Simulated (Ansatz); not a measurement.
# CH2, triplet: energies of several shapes or isomers

Program: Ansatz, Gaussian basis, development build. Basis STO-3G, 1 core orbital frozen, nonrelativistic. A minimal or small basis: far from the basis limit. Single-reference values can break down or jump between states where bonds are stretched.

Case A. A bond is stretched, to 1.96 times the sum of the covalent radii.

```xyz
3

C     0.0000    0.0000    0.0000
H     0.0000    1.9305    0.8190
H     0.0000   -0.9900    0.4200
```

Case B. A bond is stretched, to 1.51 times the sum of the covalent radii.

```
atom   x (Å)    y (Å)   z (Å)
   C  0.0000   0.0000  0.0000
   H  0.0000   1.4850  0.6300
   H  0.0000  -0.9900  0.4200
```

Case C. A bond is stretched, to 2.26 times the sum of the covalent radii.

```xyz
3

C     0.0000    0.0000    0.0000
H     0.0000    2.2275    0.9450
H     0.0000   -0.9900    0.4200
```

Case D. A bond is stretched, to 2.78 times the sum of the covalent radii.

```csv
atom,x (Å),y (Å),z (Å)
C,0.0000,0.0000,0.0000
H,0.0000,2.7423,1.1634
H,0.0000,-0.9900,0.4200
```

Case E:

```xyz
3

C     0.0000    0.0000    0.0000
H     0.0000    1.0395    0.4410
H     0.0000   -0.9900    0.4200
```

Case F. A bond is stretched, to 2.63 times the sum of the covalent radii.

```tsv
atom	x (Å)	y (Å)	z (Å)
C	0.0000	0.0000	0.0000
H	0.0000	2.5938	1.1004
H	0.0000	-0.9900	0.4200
```

Energy less that of case A, in eV:

```json
{"case": "B", "UCCSD(T)": "-2.100"}
{"case": "C", "UCCSD(T)": "+0.577"}
{"case": "D", "UCCSD(T)": "+0.817"}
{"case": "E", "UCCSD(T)": "-4.450"}
{"case": "F", "UCCSD(T)": "+0.794"}
```

(1) Give the full CI energies against case A.

(2) Which case is lowest, and do the methods agree?

Results:

(1) B: -2.079 eV; C: +0.573 eV; D: +0.838 eV; E: -4.420 eV; F: +0.807 eV.

(2) E is lowest in full CI. Of the methods shown, UCCSD(T) agrees.
